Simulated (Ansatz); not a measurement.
# Cubic anti-perovskite Sr3BiN (cell taken from a computed entry)

Method: r²SCAN (plane waves, PAW; Ansatz, a program for electronic structure).

Settings: plane-wave cutoff 560 eV, 8×8×8 k mesh, Fermi–Dirac smearing 0.01 eV, scalar-relativistic PAW data made under PBE.

Cell (relaxed with PBEsol):

```
BiSr3N
1.0
    5.17103     0.00000     0.00000
    0.00000     5.17103     0.00000
    0.00000     0.00000     5.17103
Sr Bi N
3 1 1
Cartesian
  2.58552   2.58552   0.00000
  0.00000   2.58552   2.58552
  2.58552   0.00000   2.58552
  0.00000   0.00000   0.00000
  2.58552   2.58552   2.58552
```

For cubic anti-perovskite Sr3BiN (cell taken from a computed entry), the band gap is 0.54 eV.

Note: cell and atoms aren't relaxed at this level (pressure 1.5 GPa); this cell isn't known to be the ambient phase, and symmetry holds it in the calculation.

Spin–orbit coupling is not included; with these elements it can move the gap by several tenths of an eV or more.

Computed values are for the static lattice.

It cost very roughly 30 core-seconds of CPU time.
